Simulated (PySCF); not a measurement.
**One shape, several levels: CH8Si2 (SMILES [SiH3]C[SiH3])**

Aim: a comparison of 6 runs (B2PLYP/def2-SVP, BLYP/def2-SVP, M06-L/def2-SVP, TPSS/def2-SVP, r2SCAN/def2-SVP, wB97M-V/def2-SVP) of CH8Si2. The job is set up through a Python script.

Program for the calculation: PySCF 2.14.0.

## (1) The structure to begin with

CH8Si2: 11 atoms, total charge 0, spin state singlet. As SMILES, `[SiH3]C[SiH3]`. The Si1–H6 distance was set to 3.272 Å, away from the relaxed value. At this shape a bond of the SMILES string is far longer than usual.

Bond lengths: Si1–C2 1.872 Å, C2–Si3 1.872 Å, Si1–H4 1.488 Å, Si1–H5 1.487 Å, C2–H7 1.095 Å, C2–H8 1.095 Å, Si3–H9 1.487 Å, Si3–H10 1.487 Å, Si3–H11 1.488 Å. Some angles: Si1–C2–Si3 114.4°, Si1–C2–H7 108.8°, Si1–C2–H8 108.8°, Si3–C2–H7 108.8°, Si3–C2–H8 108.8°, C2–Si1–H4 111.1°, C2–Si1–H5 110.2°, C2–Si3–H9 110.2°, C2–Si3–H10 110.2°, C2–Si3–H11 111.1°.

## (2) A single-point energy at B2PLYP/def2-SVP (run 1)

File run.py:

```python
from pyscf import gto, dft, mp

mol = gto.M(
    atom=[
    ('Si', (-0.793215, 0.552222, -2.023762)),
    ('C', (0.079425, -1.103938, -2.044692)),
    ('Si', (1.700945, -1.134838, -1.109512)),
    ('H', (-2.070035, 0.494302, -2.785592)),
    ('H', (0.072255, 1.596422, -2.634662)),
    ('H', (-1.463790, 1.436810, 1.054620)),
    ('H', (-0.588335, -1.860118, -1.618372)),
    ('H', (0.266325, -1.391328, -3.084872)),
    ('H', (1.476415, -0.786868, 0.319158)),
    ('H', (2.647825, -0.145778, -1.690702)),
    ('H', (2.329825, -2.481878, -1.172642)),
],
    verbose=4,
    basis='def2-svp',
    spin=0,
    max_memory=1860,
)

mf = dft.RKS(mol, xc='0.53*HF + 0.47*B88, 0.73*LYP')
mf.grids.level = 5
mf.conv_tol = 1e-10
mf.kernel()
if not mf.converged:
    mf = mf.newton().run(mf.mo_coeff, mf.mo_occ)

pt = mp.MP2(mf, frozen=11).run()
energy = mf.e_tot + 0.27 * pt.e_corr
print('PT2 part  %.8f' % (0.27 * pt.e_corr))
print('Final energy', energy)
```

Command:

```
$ OMP_NUM_THREADS=1 python run.py
```

Log:

```text
PySCF version 2.14.0

[... 81 lines left out ...]
converged SCF energy = -621.068840591725
[... 1 line left out ...]
******** <class 'pyscf.mp.mp2.RMP2'> ********
nocc = 10, nmo = 79
frozen orbitals 11
E(RMP2) = -621.55555362884  E_corr = -0.486713037115645
E(SCS-RMP2) = -621.583211856227  E_corr = -0.514371264502143
E_corr(same-spin) = -0.0804050538884207
E_corr(oppo-spin) = -0.406307983227224
PT2 part  -0.13141252
Final energy -621.200253111746
```

Run time: 26 s. Hardware: 1 thread of Intel Xeon at 2.70GHz, shared host; peak memory 0.46 GiB.

## (3) The energy at BLYP/def2-SVP (run 2)

File run.py:

```python
from pyscf import gto, dft

mol = gto.Mole()
mol.atom = [
    ('Si', (-0.793215, 0.552222, -2.023762)),
    ('C', (0.079425, -1.103938, -2.044692)),
    ('Si', (1.700945, -1.134838, -1.109512)),
    ('H', (-2.070035, 0.494302, -2.785592)),
    ('H', (0.072255, 1.596422, -2.634662)),
    ('H', (-1.463790, 1.436810, 1.054620)),
    ('H', (-0.588335, -1.860118, -1.618372)),
    ('H', (0.266325, -1.391328, -3.084872)),
    ('H', (1.476415, -0.786868, 0.319158)),
    ('H', (2.647825, -0.145778, -1.690702)),
    ('H', (2.329825, -2.481878, -1.172642)),
]
mol.max_memory = 1860
mol.basis = 'def2-svp'
mol.verbose = 4
mol.spin = 0
mol.build()

calc0 = dft.RKS(mol)
calc0.xc = 'blyp'
calc0.conv_tol = 1e-10
calc0.grids.level = 5
calc0.kernel()
if not calc0.converged:
    calc0 = calc0.newton().run(calc0.mo_coeff, calc0.mo_occ)

etot = calc0.e_tot
print(f'total energy: {etot:.8f} hartree')
```

Command:

```
$ OMP_NUM_THREADS=1 python run.py
```

Log:

```text
PySCF version 2.14.0

[... 91 lines left out ...]
converged SCF energy = -621.477298102262
total energy: -621.47729810 hartree
```

Run time: 41 s. Hardware: 1 thread of Intel Xeon at 2.70GHz, shared host; peak memory 0.46 GiB.

Run 3 isn't shown in full; the table further down has it.

## (4) The energy at TPSS/def2-SVP (run 4)

File run.py:

```python
from pyscf import gto, dft

mol = gto.M(
    atom='''
Si    -1.498959     1.043548    -3.824356
C      0.150091    -2.086140    -3.863908
Si     3.214320    -2.144533    -2.096674
H     -3.911799     0.934095    -5.264006
H      0.136542     3.016800    -4.978790
H     -2.766162     2.715177     1.992943
H     -1.111792    -3.515114    -3.058280
H      0.503281    -2.629229    -5.829563
H      2.790020    -1.486965     0.603121
H      5.003664    -0.275480    -3.194964
H      4.402731    -4.690070    -2.215972
''',
    basis='def2-svp',
    verbose=4,
    charge=0,
    max_memory=1860,
    unit='bohr',
)

calc0 = dft.RKS(mol)
calc0.xc = 'tpss'
calc0.conv_tol = 1e-10
calc0.grids.level = 5
calc0.kernel()
if not calc0.converged:
    calc0 = calc0.newton().run(calc0.mo_coeff, calc0.mo_occ)

e_tot = calc0.e_tot
print('E = %.10f Eh' % e_tot)
```

Command:

```
$ OMP_NUM_THREADS=1 python run.py
```

Log:

```text
PySCF version 2.14.0

[... 92 lines left out ...]
converged SCF energy = -621.594095305205
E = -621.5940953052 Eh
```

Run time: 77 s. Hardware: 1 thread of Intel Xeon at 2.70GHz, shared host; peak memory 0.48 GiB.

Run 5 isn't shown in full; the table further down has it.

## (5) The energy at wB97M-V/def2-SVP (run 6)

File input.py:

```python
from pyscf import gto, dft

mol = gto.Mole()
mol.atom = '''
Si      -0.793215       0.552222      -2.023762
C        0.079425      -1.103938      -2.044692
Si       1.700945      -1.134838      -1.109512
H       -2.070035       0.494302      -2.785592
H        0.072255       1.596422      -2.634662
H       -1.463790       1.436810       1.054620
H       -0.588335      -1.860118      -1.618372
H        0.266325      -1.391328      -3.084872
H        1.476415      -0.786868       0.319158
H        2.647825      -0.145778      -1.690702
H        2.329825      -2.481878      -1.172642
'''
mol.max_memory = 1860
mol.spin = 0
mol.verbose = 4
mol.basis = 'def2-svp'
mol.build()

calc0 = dft.RKS(mol, xc='wb97m-v')
calc0.conv_tol = 1e-10
calc0.grids.level = 5
calc0.nlcgrids.level = 1
calc0.kernel()
if not calc0.converged:
    calc0 = calc0.newton().run(calc0.mo_coeff, calc0.mo_occ)

e_tot = calc0.e_tot
print('E = %.10f Eh' % e_tot)
```

Command:

```
$ OMP_NUM_THREADS=1 python input.py
```

Log:

```text
PySCF version 2.14.0

[... 91 lines left out ...]
converged SCF energy = -621.414369490661
E = -621.4143694907 Eh
```

It took 2.2 min on 1 thread of Intel Xeon at 2.70GHz, shared host; peak memory 0.49 GiB.

## (6) The series

```
run             level  frozen core orbitals  nlc grid  energy (Eh)  dipole moment (D)  HOMO energy (eV)  LUMO energy (eV)  wall time
  1   B2PLYP/def2-SVP                    11         –  -621.200253               3.74             -6.81             -2.42       26 s
  2     BLYP/def2-SVP                     –         –  -621.477298               3.16             -5.36             -3.98       41 s
  3    M06-L/def2-SVP                     –         –  -621.519102               3.32             -5.72             -4.10       56 s
  4     TPSS/def2-SVP                     –         –  -621.594095               3.25             -5.67             -4.13       77 s
  5   r2SCAN/def2-SVP                     –         –  -621.439091               3.22             -5.72             -4.13       58 s
  6  wB97M-V/def2-SVP                     –         1  -621.414369               3.47             -7.92             -1.69    2.2 min
```

## (7) Summary of results

```
            quantity          value
 run 6: total energy  -621.41437 Eh
run 6: dipole moment         3.47 D
  run 6: HOMO energy       -7.92 eV
  run 6: LUMO energy       -1.69 eV
run 6: HOMO–LUMO gap        6.23 eV
```

What this shows: The dipole moment (its size) runs from 3.16 D (BLYP/def2-SVP) to 3.74 D (B2PLYP/def2-SVP). A double hybrid's value is that of its SCF part. The HOMO–LUMO gap runs from 1.38 eV (BLYP/def2-SVP) to 6.23 eV (wB97M-V/def2-SVP). Totals of different functionals can't be ranked against each other. In runs 1, 2, 3, 4, 5, 6 a closed-shell determinant meets a far-stretched bond, which it describes badly. All runs together took 6.6 min, the longest 2.2 min.
